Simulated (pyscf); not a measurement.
Elementary routes open to HP=PH + H₂O in the gas phase (singlet surface):
A. HO–P=PH + H₂ (H–P, H–O broken; O–P, H–H formed)
B. HO–PH–PH₂ (H–O broken; O–P, H–P formed)

Optimised with ωB97X-D3(BJ)/def2-SVP in PySCF.

**Question.** Rank the routes by free-energy barrier at 600 K, lowest first, for ωB97M-D3(BJ)/def2-TZVP energies (ideal gas, 1 atm, RRHO with modes under 100 cm⁻¹ raised to 100, one conformer, R ln 2 for chiral ones without a mode under 150 cm⁻¹).

**Answer.** B (38.4 kcal/mol), A (69.6 kcal/mol)

Route B is the fastest of these, ahead of the next by 31.2 kcal/mol. The most stable products are those of B (ΔG = -5.1 kcal/mol), so kinetics and thermodynamics agree. At 1200 K B is still the fastest. Only these routes are compared; each barrier is that of the saddle found, and lower ones may exist.
